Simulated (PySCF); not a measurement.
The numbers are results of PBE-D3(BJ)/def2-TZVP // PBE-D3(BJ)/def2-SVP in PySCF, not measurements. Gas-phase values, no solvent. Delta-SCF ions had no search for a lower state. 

Reference species (SMILES): `N` (neutral, multiplicity 1).

The dipole moment is 1.80 D, the HOMO is -6.15 eV and the vertical ionisation energy (Delta-SCF) comes out as 11.04 eV.

Changed species: `COC` (free base O(CH3)2; the reference has free base NH3).

### Question
What does the change do to the dipole moment, HOMO and vertical ionisation energy (Delta-SCF)?

### Answer
the dipole moment falls by 0.70 D, to 1.10 D; the HOMO increases by 0.29 eV, to -5.86 eV; the vertical ionisation energy (Delta-SCF) falls by 1.32 eV, to 9.72 eV.
